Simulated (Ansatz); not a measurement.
## Extrapolating CCSD to the basis-set limit: BHO2 (SMILES O=BO)

BHO2 has 4 atoms, charge 0, and is taken as a singlet. SMILES: `O=BO`. The shape is that of a PBE0-D4/def2-TZVP optimisation.

CCSD energies, 3 core orbitals frozen (Ansatz 0.2.0):

```tsv
basis	X	functions	Hartree–Fock (Eh)	correlation (Eh)
cc-pVDZ	2	47	-175.093492	-0.451484
cc-pVTZ	3	104	-175.152839	-0.560293
```

The correlation energy converges as X⁻³, the Hartree–Fock energy about exponentially.

Task: Estimate the basis-set limit from the two largest sets.

Result: 
1. Correlation: E(∞) = (3³ E(3) − 2³ E(2))/(3³ − 2³) = (27 × (-0.560293) − 8 × (-0.451484))/19 = -0.606107 Eh.
2. Hartree–Fock: take the larger basis, -175.152839 Eh; it moved by -59.35 mEh in the last step.
3. Total: -175.152839 + (-0.606107) = -175.758946 Eh.
4. cc-pVTZ holds 92.4 % of the extrapolated correlation energy, cc-pVDZ 74.5 %.

This is an estimate of the method's limit, not an exact energy. Double-zeta sets lie outside the range where X⁻³ holds well, so a D–T extrapolation is rough.
